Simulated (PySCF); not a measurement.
A survey of $^{17}$O NMR shifts

[PySCF 2.14.0 with density-fitted response routines: geometry from GFN2-xTB; σ from GIAO-PBE0/pcSseg-1; one conformer; non-relativistic; in vacuum; one averaged value for each set of equivalent atoms]

Shieldings were converted by a linear fit to measured shifts: $^{17}$O (scatter 10.7 ppm rms, 12.2 ppm with the 3 outliers that the fit left out vs liquid water, solution or neat liquid). Occasional misses reach two or three times the rms, and more in compound classes unlike the fitted ones.

Task: Give the $^{17}$O shifts of `FC(F)[C@H]1C=CCO1`, `[SiH3][SiH2]C1COC1`, `C=CC[C@H](F)C(=O)F`, `F/C=C(\F)[C@@H]([SiH3])OC(F)F`, `O=C(O)CC(=O)O`, `C=C/C=C(/C=C)C(=O)OC`.

Result: 
| compound | environment | δ (ppm) |
| --- | --- | --- |
| FC(F)[C@H]1C=CCO1 | ether oxygen | 3.1 |
| [SiH3][SiH2]C1COC1 | ether oxygen | -26.8 |
| C=CC[C@H](F)C(=O)F | carbonyl oxygen | 383.1 |
| F/C=C(\F)[C@@H]([SiH3])OC(F)F | ether oxygen | 59.6 |
| [O:1]=[C:2]([OH:3])[CH2:4][C:5](=[O:6])[OH:7] | O1/6: carbonyl oxygen (×2) | 362.4 |
| [O:1]=[C:2]([OH:3])[CH2:4][C:5](=[O:6])[OH:7] | O3/7: acid hydroxyl oxygen (×2) | 161.3 |
| [CH2:1]=[CH:2]/[CH:3]=[C:4](/[CH:5]=[CH2:6])[C:7](=[O:8])[O:9][CH3:10] | O8: ester carbonyl oxygen | 366.3 |
| [CH2:1]=[CH:2]/[CH:3]=[C:4](/[CH:5]=[CH2:6])[C:7](=[O:8])[O:9][CH3:10] | O9: ester alkoxy oxygen | 141.7 |

Task: Order these by $^{17}$O shift, lowest first.
A. C=C(F)/C(F)=C\OC
B. CC(=O)/C(F)=C/CF
C. C=C1C[C@@H]1OC(F)F
D. C=C(C)C[Si@@H](S)OC
E. O=CN1CCC[SiH2]1

Result: D (-21.9 ppm, oxygen bonded to C, Si), A (31.5 ppm, ether oxygen), C (75.9 ppm, ether oxygen), E (374.0 ppm, amide-type carbonyl oxygen), B (541.8 ppm, ketone oxygen).

In solution the two oxygens of a carboxylic acid give one averaged line by proton exchange, and hydrogen bonding shields acid and N–H amide carbonyl oxygens by tens of ppm; neither is in these numbers.
